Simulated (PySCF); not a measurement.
Molfile (atoms numbered from 1):
```
C4H3OS
     RDKit          3D

  9  9  0  0  0  0  0  0  0  0999 V2000
    2.8411   -0.6851    0.0071 S   0  0  0  0  0  0  0  0  0  0  0  0
    1.1851   -0.3117   -0.0020 C   0  0  0  0  0  0  0  0  0  0  0  0
    0.4681    0.8851    0.0001 C   0  0  0  0  0  0  0  0  0  0  0  0
   -0.9208    0.5635   -0.0118 C   0  0  0  0  0  0  0  0  0  0  0  0
   -0.9964   -0.7995   -0.0210 C   0  0  0  0  0  0  0  0  0  0  0  0
    0.2497   -1.3337   -0.0145 O   0  0  0  0  0  0  0  0  0  0  0  0
    0.9258    1.8719    0.0086 H   0  0  0  0  0  0  0  0  0  0  0  0
   -1.7654    1.2546   -0.0143 H   0  0  0  0  0  0  0  0  0  0  0  0
   -1.8275   -1.5026   -0.0280 H   0  0  0  0  0  0  0  0  0  0  0  0
  1  2  1  0
  2  3  2  0
  3  4  1  0
  4  5  2  0
  5  6  1  0
  6  2  1  0
  3  7  1  0
  4  8  1  0
  5  9  1  0
M  CHG  1   1  -1
M  END
```

Geometry: PBE0-D3(BJ)/def2-SVP; GIAO shifts from PySCF 2.14.0 with density-fitted response routines, gas phase, non-relativistic, averaged over equivalent atoms.

At PBE0/pcSseg-1 (124 basis functions, 9.4 s wall time on 1 thread of an Arm Neoverse V2, shared host):
```json
{"atoms": "S1", "δ (ppm)": "-77.2"}
{"atoms": "C2", "δ (ppm)": "186.5"}
{"atoms": "C5", "δ (ppm)": "128.9"}
{"atoms": "C4", "δ (ppm)": "113.4"}
{"atoms": "C3", "δ (ppm)": "103.9"}
{"atoms": "O6", "δ (ppm)": "329.2"}
{"atoms": "H9", "δ (ppm)": "6.46"}
{"atoms": "H8", "δ (ppm)": "5.65"}
{"atoms": "H7", "δ (ppm)": "5.10"}
```

References, each an isolated molecule treated in the same way: ³³S (σ = 495.66 ppm) vs CS2; TMS for ¹³C (σ = 184.41 ppm) and ¹H (σ = 31.27 ppm); H2O for ¹⁷O (σ = 334.56 ppm).

Predict the values at B97-2/pcSseg-2 on the same geometry.

## Answers


```csv
atoms,δ at B97-2/pcSseg-2,change
S1,-66.2,+11.0
C2,189.9,+3.4
C5,130.0,+1.1
C4,114.7,+1.3
C3,105.1,+1.2
O6,325.0,-4.2
H9,6.88,+0.42
H8,5.99,+0.34
H7,5.32,+0.22
```

Shifts are taken against calculated references (same method and geometry level): ³³S (σref 507.25) vs CS2; TMS for ¹³C (σref 183.46) and ¹H (σref 31.36); ¹⁷O (σref 326.24) against H2O.

The largest change is at S1 (sulfur bonded to C). Cost: 265 basis functions, 21 s wall time on 1 thread of an Arm Neoverse V2, shared host. The order of the carbon signals is the same at both levels.

Unscaled 17O shifts of doubly bonded oxygen tend to come out too high, by tens of ppm or more. Experimental scales use liquid or dissolved standards, which lie at an offset from isolated H2O (liquid H2O: subtract about 36 ppm).
